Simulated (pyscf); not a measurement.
# Four-centre exchange: HO–Zn–Cl (SMILES [OH][Zn][Cl]) + HCl (SMILES Cl) → HO–Zn–Cl (SMILES [OH][Zn][Cl]) + HCl (SMILES Cl)

Gas phase, singlet surface, charge 0. Bonds broken: Zn2–Cl3, Cl5–H6. Bonds formed: Zn2–Cl5, Cl3–H6. Single points on ωB97X-D3(BJ)/def2-SVP structures (PySCF, gas phase).

Transition state (Å):

```xyz
6

O     -3.1921     1.4223     1.6952
Zn    -1.9283     0.5025     0.8386
Cl    -0.6317    -1.3930     1.2014
H     -3.5119     2.1931     1.2139
Cl    -0.6881     0.4843    -1.1479
H     -0.3448    -0.6943    -0.1699
```

One imaginary mode, 612i cm⁻¹; descent along it reached the two sides named, in the forms told below.

| bond | change | reactant side (Å) | saddle | product side |
|---|---|---|---|---|
| Zn2–Cl3 | breaks | 2.144 | 2.325 | 2.6 |
| Cl5–H6 | breaks | 1.299 | 1.570 | 2.490 |
| Zn2–Cl5 | forms | 2.7 | 2.342 | 2.147 |
| Cl3–H6 | forms | 2.413 | 1.565 | 1.296 |

Electronic energies relative to the separated reactants (kcal/mol):

```csv
level,barrier,reaction energy,reverse barrier
ωB97X-D3(BJ)/def2-TZVP,1.8,0.0,1.8
PBE/def2-TZVP,-0.1,0.0,-0.1
r²SCAN/def2-TZVP,-0.8,0.0,-0.8
B3LYP-D3(BJ)/def2-TZVP,2.5,0.0,2.5
PBE0-D3(BJ)/def2-TZVP,0.2,0.0,0.2
M06-2X/def2-TZVP,0.5,0.0,0.5
ωB97M-D3(BJ)/def2-TZVP,4.4,0.0,4.4
HF/def2-TZVP,15.8,0.0,15.8
```

With ωB97M-D3(BJ)/def2-TZVP energies and thermal terms (ideal gas, 1 atm, RRHO with modes under 100 cm⁻¹ raised to 100, one conformer, R ln 2 for chiral ones without a mode under 150 cm⁻¹), in kcal/mol:

```json
[
 {"T (K)": "298", "ΔH‡": "2.8", "ΔG‡": "12.4", "ΔH": "0.0", "ΔG": "0.0"},
 {"T (K)": "600", "ΔH‡": "2.9", "ΔG‡": "22.1", "ΔH": "0.0", "ΔG": "0.0"},
 {"T (K)": "900", "ΔH‡": "3.4", "ΔG‡": "31.6", "ΔH": "0.0", "ΔG": "0.0"},
 {"T (K)": "1200", "ΔH‡": "4.0", "ΔG‡": "41.0", "ΔH": "0.0", "ΔG": "0.0"}
]
```

On the reactant side the descent ends in a complex, 7.0 kcal/mol under the separated species and 8.8 kcal/mol under the saddle at ωB97X-D3(BJ)/def2-TZVP. On the product side the descent ends in an adduct with a Cl–Zn contact, 7.4 kcal/mol under the separated species and 9.3 kcal/mol under the saddle at ωB97X-D3(BJ)/def2-TZVP. At PBE, r²SCAN the saddle lies under the separated reactants, which points to a path from their complex (located at ωB97X-D3(BJ) alone). At PBE, r²SCAN the saddle lies under the separated products, which points to a path from their complex (located at ωB97X-D3(BJ) alone). What is counted as broken (Cl–Zn) persists as a longer contact in the product adduct; parting that adduct is a step of its own. This is the saddle that the search found; another between the same sides may lie lower. Elements up to Kr have no core potential and no relativistic terms here.
